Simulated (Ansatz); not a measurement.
The input, for Ansatz 0.2.0:

```yaml
crystal:
  periodic: [false, false, false]
  atoms:
    - {symbol: B, position_ang: [0.000000, 0.000000, 0.000000]}
    - {symbol: S, position_ang: [0.000000, 0.000000, 1.703300]}
basis:
  gaussian: {orbitals: 6-31G}
total_charge: 1
magnetization: {spin_polarized: false, initial_magnetization: 2}
correlation: {active_space: {window: {electrons: 2, orbitals: 5}, fixed_orbitals: true}}
scf: {lower_state_search: off}
```

```sh
$ ansatz run in.yaml --threads 1 --pin off --events-out ev --progress --plain --max-ram 2393MiB
```

The program prints:

```
these checks for a lower state are left out or cut short: stability, starts, cluster_reference, orbital_swaps, neighbouring_geometries, increment
266 factors; integrals over basis functions are off by at most 1.6e-4 eV
mean field evaluation 1: about -11474.3631 eV, gradient 1.5e1 eV
mean field evaluation 2: about -11474.4483 eV, gradient 1.5e1 eV
mean field evaluation 4: about -11475.9891 eV, gradient 2.5e0 eV
mean field evaluation 8: about -11476.0969 eV, gradient 1.6e-1 eV
mean field -11476.09742170 eV, -421.7388014692 hartree, gradient 2.3e-6 eV, S^2 2.000000; 0 other end points of the search recorded, 0 dependent functions left out
reference -11476.09742170 eV, -421.7388014692 hartree; 11, 9 occupied and 11, 13 virtual orbitals, 266 factors
state -11476.11040981 eV, -421.7392787735 hartree
Total energy: -11476.11040981 eV, -421.7392787735 hartree
Checks for a lower state left out: stability, starts, cluster_reference, orbital_swaps, neighbouring_geometries, increment
```

The active space holds one configuration alone, so it describes no static correlation.

Natural occupations: 0.9993 0.9993 0.0007 0.0007 0.0000.

Ran on 1 thread of Arm Neoverse V2, shared host: 0.09 s wall, 0.06 GiB peak host memory.
